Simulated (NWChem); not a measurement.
Correlation energy of CHO

SMILES: [CH]=O
```xyz
3

C      0.4923    -0.3167     0.0000
O     -0.5553     0.2092     0.0000
H      1.4891     0.2260     0.0000
```
Charge 0, spin multiplicity 2.

The numbers come from NWChem runs, not from measurements. The geometry was optimised at UPBE0/def2-SVP, a minimum by its harmonic frequencies.

Basis set: STO-3G. Each correlation energy counts from its own Hartree-Fock reference.

The correlated methods keep 2 core orbitals frozen. The structure started from a generated list of species. The unpaired electrons of the parent sit in orbitals of symmetry a' (Cs labels of the run); other states weren't searched. The stability of the SCF solutions was not checked. Open-shell Hartree-Fock references start from PBE0 orbitals. No row is a measurement; the coupled-cluster row has its own basis-set and correlation limits.

| method | correlation energy (mHa) | remark |
|---|---|---|
| UMP2 | ___ | spin-contaminated |
| SCS-UMP2 | -102.7 | spin-contaminated |
| CCSD on UHF | ___ | spin-contaminated |
| CCSD[T] on UHF | -135.4 | spin-contaminated |
| CCSD(T) on UHF | ___ | spin-contaminated |
| CCSD on ROHF | -132.5 | - |
| CCSD[T] on ROHF | -139.0 | - |
| CCSD(T) on ROHF | ___ | - |
| CCSDT on ROHF | -138.0 | - |

Problem. Some entries are withheld; supply them.

Solution. 
- UMP2, correlation energy (mHa): -102.5
- CCSD on UHF, correlation energy (mHa): -130.6
- CCSD(T) on UHF, correlation energy (mHa): -133.5
- CCSD(T) on ROHF, correlation energy (mHa): -137.1
